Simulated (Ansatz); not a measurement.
**BSi, quartet: reading a ladder of total energies**

Geometry: that of the BSi, doublet, kept fixed.

| atom | x (Å) | y (Å) | z (Å) |
| --- | --- | --- | --- |
| Si | 0.0000 | 0.0000 | 0.0000 |
| B | 0.0000 | 0.0000 | 1.9192 |

Basis cc-pVTZ; Ansatz 0.2.0. Correlated methods freeze the noble-gas cores, which leaves 7 electrons in 58 orbitals. Prefix R: restricted or restricted open-shell reference; prefix U: unrestricted.

Full CI isn't at hand for all of this; UCCSDT(Q) serves as the reference, and is uncertain by about the last step of the cluster series.

Runs differ by some tens of microhartree through their thresholds and, for an open shell, their frozen cores, so steps under 0.03 kcal/mol mean nothing.

```
    level  total energy (hartree)
      UHF             -313.474406
     UMP2             -313.606952
    UCCSD             -313.635331
 UCCSD(T)             -313.645629
   UCCSDT             -313.647700
UCCSDT(Q)             -313.648521
```

What is the correlation energy at UCCSDT(Q), and what share of it do UMP2 and UCCSD recover?

E(corr) = -313.648521 − (-313.474406) = -0.174115 hartree = -4.738 eV. UMP2: -0.132546 / -0.174115 = 76.13 %. UCCSD: -0.160925 / -0.174115 = 92.42 %.

By how many kcal/mol does UCCSD(T) miss UCCSDT(Q) (1 hartree = 627.509 kcal/mol), and which steps make up the rest?

-313.645629 − (-313.648521) = 0.002892 hartree = 1.81 kcal/mol. Steps: UCCSDT − UCCSD(T) = -1.30, UCCSDT(Q) − UCCSDT = -0.52 kcal/mol. Differences between like states or geometries often cancel part of this.
